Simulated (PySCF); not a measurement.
**Spectroscopy problems**

Computed data (PySCF 2.14.0 with density-fitted response routines): spin–spin couplings from B3LYP/pcJ-1 (spin–dipole term left out of most H,H and C,H couplings), shieldings: GIAO PBE0/pcSseg-1, GFN2-xTB geometry. In vacuum, non-relativistic Hamiltonian, one computed conformer, equivalent nuclei averaged.

Referencing at the same level of theory: TMS for $^{1}$H and $^{13}$C. Multiplet labels drop J under 1 Hz and among equivalent protons, and merge close values. Unscaled 3J(H,H) run several per cent high. Shifts are as computed. Against solution values, carbons near 30 ppm lie about +3 ppm off and those near 130 ppm about +5 ppm. Of 1211 compounds with measured shifts, 218 miss one by over three times the rms of a fit or turn the order of signals round; such compounds aren't used in these exercises. Across acyclic CH2–CH2 and CH–CH2 bonds, 3J(H,H) assumes equally populated rotamers. OH and NH positions are gas-phase values without hydrogen bonding to other molecules.

(1) C₅H₉N. $^{1}$H NMR (500 MHz, computed): δ 1.98 (d, J = 6.5 Hz, 2H), 1.83 (nonet, J = 6.8 Hz, 1H), 1.12 (d, J = 6.9 Hz, 6H). $^{13}$C{$^{1}$H} NMR (computed): δ 124.0 (C), 31.9 (CH), 26.5 (CH2), 24.2 (CH3). What is it?

(2) C₅H₉N. $^{1}$H NMR (500 MHz, computed): δ 1.82 (s, 1H), 1.36 (s, 6H), 1.19 (br s, 2H). $^{13}$C{$^{1}$H} NMR (computed): δ 97.4 (C), 75.6 (CH), 45.1 (C), 32.8 (CH3). Give a structure.

## Answers

(1) isovaleronitrile (SMILES N#CCC(C)C). Rings plus π bonds: 2 (no ring in the answer). 4 carbon signals for 5 carbons: some carbons are equivalent by symmetry or fast rotation. Carbon types of the structure: 1 × C, 1 × CH, 1 × CH2, 2 × CH3, which accounts for all hydrogens. δC 124.0: nitrile carbon; C≡N carbons fall here, among the sp2 signals but without a proton. δC 26.5: sp3 CH2 α to a nitrile; saturated and bonded to C and H only. δC 24.2: methyl carbon; saturated and bonded to C and H only. δH 1.12: hydrogen on a methyl carbon; far from electronegative atoms and π systems. The protons at 1.12 and 1.83 share a coupling of 6.9 Hz (vicinal). The protons at 1.83 and 1.98 share a coupling of 6.5 Hz (vicinal).

The data come from this structure; uniqueness wasn't tested.

(2) 3-amino-3-methyl-1-butyne. Rings plus π bonds: 2 (no ring in the answer). 4 carbon signals for 5 carbons: some carbons are equivalent by symmetry or fast rotation. Carbon types of the structure: 2 × C, 1 × CH, 2 × CH3, leaving 2 H on heteroatoms. δC 97.4: alkyne carbon; the triple bond shields along its axis, which puts it between sp3 and sp2 carbons. δC 75.6: terminal alkyne carbon; the triple bond shields along its axis, which puts it between sp3 and sp2 carbons. δC 32.8: methyl carbon; saturated and bonded to C and H only. δH 1.82: hydrogen on a terminal alkyne carbon; it lies on the axis of the triple bond, in its shielding cone.

The shifts were computed for this structure.
